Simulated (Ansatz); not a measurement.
in.yaml

```yaml
crystal:
  periodic: [false, false, false]
  atoms:
    - {symbol: B, position_ang: [0.000000, 0.000000, 1.868135]}
    - {symbol: Ge, position_ang: [0.000000, 0.000000, -0.020967]}
    - {symbol: C, position_ang: [0.000000, 0.000000, -1.847168]}
basis:
  gaussian: {orbitals: cc-pVDZ}
magnetization: {spin_polarized: false, initial_magnetization: 1}
correlation: {active_space: {window: {electrons: 1, orbitals: 2}, states: [{multiplicity: 2, weights: [0.5, 0.5, 1, 1]}]}}
```

```sh
$ ansatz run in.yaml --threads 1 --pin off --events-out ev --progress --plain --max-ram 2393MiB
```

The program prints:

```
1034 factors; integrals over basis functions are off by at most 1.9e-7 eV
mean field evaluation 1: about -58160.9370 eV, gradient 2.4e1 eV
mean field evaluation 2: about -58160.9404 eV, gradient 2.4e1 eV
mean field evaluation 4: about -58163.6578 eV, gradient 3.0e0 eV
mean field evaluation 8: about -58163.5369 eV, gradient 4.0e0 eV
mean field evaluation 16: about -58164.7341 eV, gradient 1.1e-1 eV
mean field evaluation 32: about -58163.0743 eV, gradient 2.9e-6 eV
mean field evaluation 64: about -58164.9751 eV, gradient 1.0e-6 eV
mean field evaluation 96: about -58162.4976 eV, gradient 5.4e0 eV
mean field evaluation 128: about -58162.4671 eV, gradient 2.0e0 eV
mean field evaluation 160: about -58160.8285 eV, gradient 1.2e1 eV
mean field evaluation 192: about -58162.9770 eV, gradient 5.6e-1 eV
mean field evaluation 224: about -58163.6488 eV, gradient 1.6e-1 eV
mean field evaluation 256: about -58162.3024 eV, gradient 2.0e-6 eV
mean field -58164.97514132 eV, -2137.5234108073 hartree, gradient 1.0e-6 eV, S^2 0.750000; 19 other end points of the search recorded, 0 dependent functions left out
reference -58164.97514132 eV, -2137.5234108073 hartree; 22, 21 occupied and 33, 34 virtual orbitals, 1034 factors
Error: 4 states are sought, and the space of determinants holds 2 states of this symmetry and spin
```

The run gave no result to rely on (stopped by an error).

Ran on 1 thread of Arm Neoverse V2, shared host: 8 s wall, 0.17 GiB peak host memory.
